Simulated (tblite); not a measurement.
Compound: C4H7O2 (doublet state).
Z-matrix (Å and degrees, GFN2-xTB geometry), rows numbered from 1:
```
C 
O   1  1.4117
C   2  1.3391  1  117.16
C   3  1.4732  2  118.93  1  -148.70
C   4  1.5163  3   88.05  2    95.62
O   5  1.2162  4  124.94  3   -92.79
H   1  1.0881  2  106.59  3  -168.65
H   1  1.0944  2  110.24  3    72.47
H   1  1.0947  2  111.24  3   -48.96
H   3  1.0815  2  118.93  1    23.28
H   4  1.0854  3  112.11  2   -17.88
H   4  1.0852  3  114.69  2  -148.83
H   5  1.1031  4  113.22  3    83.94
```

Computed values, GFN2-xTB/tblite, gas phase, harmonic and unscaled. Against measured fundamentals such values can be off by several per cent, at times by over 20. One conformer, not necessarily the lowest. Open shells enter through the occupations alone, without spin polarisation, and single modes of such species can be off by tens of per cent.

Harmonic wavenumbers (cm⁻¹): 57.8, 115.2, 155.0, 203.2, 229.3, 361.2, 460.6, 501.1, 568.7, 845.2, 907.3, 917.3, 1032.7, 1075.3, 1105.2, 1112.4, 1151.2, 1172.1, 1250.1, 1343.6, 1355.2, 1399.5, 1423.2, 1454.2, 1464.7, 1672.8, 2783.1, 2940.2, 2952.3, 3022.8, 3036.8, 3045.3, 3062.0.

A = 6408, B = 2549, C = 2051 MHz; mass 87.045 u (most abundant isotopes); point group C1, symmetry number 1; spin multiplicity 2.

Q: Zero-point energy?

A: Half the sum of the wavenumbers: 22088 cm⁻¹ = 264.24 kJ/mol.

Q: What is S at 350 K and 1 bar for an ideal gas of classical rigid rotors and harmonic oscillators?

A: Translation 167.89, rotation 113.56, vibration 90.19, spin (R ln 2) 5.76: S = 377.4 J/(mol K).

Q: And Cp and H(350 K) − H(0)?

A: Cp = 124.95 J/(mol K), of which vibrations give 91.69 (their classical limit is 33 R = 274.4); H(350 K) − H(0) = 28.16 kJ/mol without the zero-point energy, 16.52 from vibrations.

Q: Blend soft modes into free rotors: weight 1/[1 + (100 cm⁻¹/ν̃)⁴] for the oscillator and the rest for a rotor with moment μB/(μ + B), μ = h/(8π²ν), B = 10⁻⁴⁴ kg m². What vibrational entropy results?

A: 84.20 J/(mol K) in place of 90.19, which changes −T·S at 350 K by +2.10 kJ/mol.

Q: What must be added to the electronic energy to get the Gibbs energy at 350 K and 1 bar?

A: ZPE + [H(350 K) − H(0)] − T·S = 264.24 + 28.16 − 132.09 = 160.31 kJ/mol.

Hindered rotation and anharmonicity are outside this model. Other conformers, if any are populated, would add a mixing term that is left out. The structure is chiral; the term R ln 2 for an equal mix with its mirror image is left out.
